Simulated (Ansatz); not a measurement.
CH3FN2 (`N=C(N)F`). The species carries charge 0 and has multiplicity 1.

| atom | x (Å) | y (Å) | z (Å) |
| --- | --- | --- | --- |
| N1 | 0.202 | 0.961 | 0.985 |
| C2 | 0.186 | -0.046 | 0.243 |
| N3 | -0.327 | -0.108 | -1.010 |
| F4 | 0.726 | -1.238 | 0.575 |
| H5 | 0.698 | 0.781 | 1.850 |
| H6 | -0.910 | 0.665 | -1.278 |
| H7 | -0.575 | -1.015 | -1.365 |

Q: What are the harmonic wavenumbers in cm⁻¹ at PBE0-D4/def2-TZVP (Ansatz, finite differences of forces, unscaled)? (Best estimate.)

A: Computed: 361, 472, 500, 548, 721, 797, 923, 1084, 1140, 1388, 1622, 1830, 3586, 3629, 3749.

Q: Is this a minimum?

A: Yes, all 15 modes are real.

Q: Give the ideal-gas thermochemistry at 298.15 K and 1 bar (rigid rotor, harmonic oscillator; point group C1, symmetry number 1).

A: Zero-point energy 133.7 kJ/mol; H(298) − E = 147.0 kJ/mol; entropy 275.6 J/(mol·K), of which translation 160.3, rotation 99.2, vibration 16.0; G(298) − E = 64.9 kJ/mol.
